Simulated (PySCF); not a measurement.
Simulated C 1s region for `N#CC(=C)Cl` (2-chloroacrylonitrile), binding energy against the vacuum level.

Every computed line was given a Gaussian of 0.8 eV full width at half maximum and an area set by the number of equivalent atoms; the highest printed point is 100. The calculation used PySCF 2.14.0, delta-SCF UKS SCAN, pcX-2 on the ionised atom, pcseg-1 elsewhere, spin-free X2C.

```json
{"binding energy (eV)": "290.4", "intensity": "0"}
{"binding energy (eV)": "290.5", "intensity": "1"}
{"binding energy (eV)": "290.6", "intensity": "2"}
{"binding energy (eV)": "290.7", "intensity": "4"}
{"binding energy (eV)": "290.8", "intensity": "8"}
{"binding energy (eV)": "290.9", "intensity": "15"}
{"binding energy (eV)": "291.0", "intensity": "26"}
{"binding energy (eV)": "291.1", "intensity": "40"}
{"binding energy (eV)": "291.2", "intensity": "57"}
{"binding energy (eV)": "291.3", "intensity": "74"}
{"binding energy (eV)": "291.4", "intensity": "89"}
{"binding energy (eV)": "291.5", "intensity": "97"}
{"binding energy (eV)": "291.6", "intensity": "98"}
{"binding energy (eV)": "291.7", "intensity": "90"}
{"binding energy (eV)": "291.8", "intensity": "76"}
{"binding energy (eV)": "291.9", "intensity": "60"}
{"binding energy (eV)": "292.0", "intensity": "45"}
{"binding energy (eV)": "292.1", "intensity": "35"}
{"binding energy (eV)": "292.2", "intensity": "31"}
{"binding energy (eV)": "292.3", "intensity": "33"}
{"binding energy (eV)": "292.4", "intensity": "43"}
{"binding energy (eV)": "292.5", "intensity": "57"}
{"binding energy (eV)": "292.6", "intensity": "73"}
{"binding energy (eV)": "292.7", "intensity": "88"}
{"binding energy (eV)": "292.8", "intensity": "98"}
{"binding energy (eV)": "292.9", "intensity": "100"}
{"binding energy (eV)": "293.0", "intensity": "95"}
{"binding energy (eV)": "293.1", "intensity": "86"}
{"binding energy (eV)": "293.2", "intensity": "77"}
{"binding energy (eV)": "293.3", "intensity": "71"}
{"binding energy (eV)": "293.4", "intensity": "70"}
{"binding energy (eV)": "293.5", "intensity": "76"}
{"binding energy (eV)": "293.6", "intensity": "85"}
{"binding energy (eV)": "293.7", "intensity": "95"}
{"binding energy (eV)": "293.8", "intensity": "100"}
{"binding energy (eV)": "293.9", "intensity": "98"}
{"binding energy (eV)": "294.0", "intensity": "89"}
{"binding energy (eV)": "294.1", "intensity": "74"}
{"binding energy (eV)": "294.2", "intensity": "57"}
{"binding energy (eV)": "294.3", "intensity": "40"}
{"binding energy (eV)": "294.4", "intensity": "26"}
{"binding energy (eV)": "294.5", "intensity": "15"}
{"binding energy (eV)": "294.6", "intensity": "8"}
{"binding energy (eV)": "294.7", "intensity": "4"}
{"binding energy (eV)": "294.8", "intensity": "2"}
{"binding energy (eV)": "294.9", "intensity": "1"}
{"binding energy (eV)": "295.0", "intensity": "0"}
```

Problem. Count the maxima, the lines and the sites behind this envelope.

Solution. The curve has 3 maxima (at 291.6, 292.9 and 293.8 eV). Under it lie 3 lines from 3 inequivalent carbon sites.

Problem. Decompose the envelope and assign each component. Numbering: `[CH2:1]=[C:2]([Cl:3])[C:4]#[N:5]`.

Solution. 
| position (eV) | relative area | line | atoms | environment |
| --- | --- | --- | --- | --- |
| 291.55 | 1 | C 1s | C1 | terminal =CH2 carbon |
| 292.87 | 1 | C 1s | C4 | nitrile carbon |
| 293.85 | 1 | C 1s | C2 | vinylic C–Cl carbon |

Problem. What are the centre and the root-mean-square width of the whole band?

Solution. The area-weighted mean of the lines is 292.76 eV. Their own spread about it is 0.94 eV (rms) and each Gaussian has σ = 0.8/2.355 = 0.34 eV; the variances add, which gives 1.00 eV.

Lowest listed C 1s: C1, bonded to C (double bond) and 2 H. Highest, 2.30 eV above it: C2, bonded to Cl, C (double bond) and C. The widest gap between neighbouring values is 1.32 eV, between 291.55 and 292.87 eV.

The curve has no shake-up lines and no vibrational structure. The unrestricted hole states depart most from a pure doublet (⟨S²⟩ = 0.75; over 0.85 named) for C 1s of C4 (0.85), which makes this value less certain. Isolated species at its PBE0-D3(BJ)/def2-SVP geometry, gas phase.

Hardware: one thread, Arm Neoverse N1, on a shared host. Cost: 43 s of wall time.
